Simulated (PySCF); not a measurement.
Saddle point of CH7ClSi, closed shell (CH₅ClSi ([CH3][SiH2][Cl]) + H₂ → CH₆Si ([CH3][SiH3]) + HCl; bonds formed: Si1–H7, Cl2–H6; bonds broken: Si1–Cl2, H6–H7), PBE0-D4/def2-TZVP structure:

```
atom    x (Å)    y (Å)    z (Å)
 Si1  -0.1788  -0.6018   0.3146
 Cl2   2.0134  -0.5494  -0.9584
  H3  -0.3057  -1.9712  -0.2140
  H4  -0.9680  -0.6122   1.5913
  C5  -0.7256   0.9094  -0.6040
  H6   1.5748  -0.4356   0.7325
  H7   1.0782  -0.4077   1.4685
  H8  -0.1687   1.7770  -0.2425
  H9  -1.7888   1.0833  -0.4177
 H10  -0.5308   0.8082  -1.6703
```

Energies are electronic, without zero-point energy. Barriers and step energies count from the start structure reached by relaxing down the imaginary mode; all methods use the PBE0-D4 structures, on which another method's saddle can fall below an end. Computed with PySCF 2.14 with density fitting (its default auxiliary sets; JK sets also for MP2 and CCSD(T)) (basis: def2-TZVPP, with def2-QZVPP for the basis limit); correlated methods freeze the cores. B3LYP uses VWN-RPA correlation. Extrapolation: Hartree–Fock as exp(−7.88 √X), correlation as X^−2.97.

```tsv
method	barrier (kcal/mol)	step energy (kcal/mol)
SPW92	39.57	15.45
PBE-D4	46.79	17.46
r2SCAN-D4	50.26	19.03
PBE0-D4	50.24	17.69
B3LYP-D4	?	17.65
BHLYP-D4	56.93	17.98
wB97M-V	?	18.58
HF	?	17.49
MP2	56.25	19.30
CCSD	58.01	16.62
CCSD(T)	56.30	17.01
```

(1) Fill in the withheld barriers. (An estimate is asked for; the value comes from the calculation.)

No T1 diagnostic of these runs exceeds 0.011.

Answers

(1) The calculation gives: wB97M-V 54.17; B3LYP-D4 52.99; HF 66.89 kcal/mol. Each is the energy of the saddle less that of the start structure, by the same method.

For comparison, the barrier by CCSD(T) at an estimated basis limit (MP2 extrapolated from triple and quadruple zeta, plus CCSD(T) − MP2 in triple zeta) is 54.87 kcal/mol.

Labels in which every atom is bracketed show which atoms are joined, not bond orders.

For scale, one of the runs: CCSD(T)/def2-TZVPP, 213 basis functions, launched by `OMP_NUM_THREADS=4 python run.py`. Hardware: 4 CPU threads of an Arm Neoverse V1, shared host. Wall time 7.3 min; peak host memory 2.7 GiB.
